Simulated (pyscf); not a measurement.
Four-centre exchange: HO–B(F)–F (SMILES OB(F)F) + H₂O (SMILES O) -> HO–B(OH)–F (SMILES OB(O)F) + HF (SMILES F)

Gas phase, singlet surface, charge 0. Bonds broken: B2–F3, O6–H7. Bonds formed: B2–O6, F3–H7. Single points on ωB97X-D3(BJ)/def2-SVP structures (PySCF, gas phase). Correlated levels are frozen-core, on RHF or UHF. ΔMP2 is the change of the MP2 total energy from the triple- to the quadruple-zeta basis.

Transition state (Å):

```xyz
8

O      1.0025    -0.3185    -0.2062
B     -0.3478    -0.1819     0.0048
F     -1.1075    -1.6817     0.0646
F     -1.1138     0.5710    -0.8041
H      1.2484    -0.1780    -1.1262
O     -0.7002    -0.1009     1.4665
H     -1.1107    -1.2048     1.1104
H      0.1052    -0.1351     2.0010
```

One imaginary mode, 1030i cm⁻¹; descent along it reached the two sides named, in the forms told below.

| bond | change | reactant side (Å) | saddle | product side |
|---|---|---|---|---|
| B2–F3 | breaks | 1.349 | 1.682 | 2.8 |
| O6–H7 | breaks | 0.967 | 1.230 | 1.825 |
| B2–O6 | forms | 2.010 | 1.506 | 1.373 |
| F3–H7 | forms | 2.484 | 1.149 | 0.934 |

Electronic energies relative to the separated reactants (eV):

```tsv
level	barrier	reaction energy	reverse barrier
ωB97X-D3(BJ)/def2-TZVP	0.84	+0.15	0.69
PBE/def2-TZVP	0.68	+0.15	0.52
r²SCAN/def2-TZVP	0.70	+0.17	0.54
B3LYP-D3(BJ)/def2-TZVP	0.88	+0.16	0.72
PBE0-D3(BJ)/def2-TZVP	0.74	+0.13	0.61
M06-2X/def2-TZVP	0.77	+0.13	0.64
ωB97M-D3(BJ)/def2-TZVP	0.82	+0.15	0.67
HF/def2-TZVP	1.54	+0.19	1.34
MP2/def2-QZVPP	0.89	+0.12	0.77
CCSD/def2-TZVPP	1.00	+0.15	0.85
CCSD(T)/def2-TZVPP	0.90	+0.14	0.75
CCSD(T)/def2-TZVPP + ΔMP2(QZVPP)	0.94	+0.14	0.80
```

With CCSD(T)/def2-TZVPP + ΔMP2(QZVPP) energies and thermal terms (ideal gas, 1 atm, RRHO with modes under 100 cm⁻¹ raised to 100, one conformer, R ln 2 for chiral ones without a mode under 150 cm⁻¹), in eV:

```tsv
T (K)	ΔH‡	ΔG‡	ΔH	ΔG
298	0.88	1.36	+0.14	+0.18
600	0.89	1.85	+0.16	+0.21
900	0.91	2.33	+0.17	+0.23
1200	0.95	2.79	+0.19	+0.25
```

On the reactant side the descent ends in a complex, 0.24 eV under the separated species and 1.08 eV under the saddle at ωB97X-D3(BJ)/def2-TZVP. On the product side the descent ends in a complex, 0.23 eV under the separated species and 0.92 eV under the saddle at ωB97X-D3(BJ)/def2-TZVP. The same reactants have a lower exit, to HO–B(F)–F + H₂O (barrier +0.54 eV at ωB97M-D3(BJ)/def2-TZVP, against +0.82 eV here). This is the saddle that the search found; another between the same sides may lie lower. The CCSD(T) − MP2 part came from Ansatz, without density fitting, on the same reference.
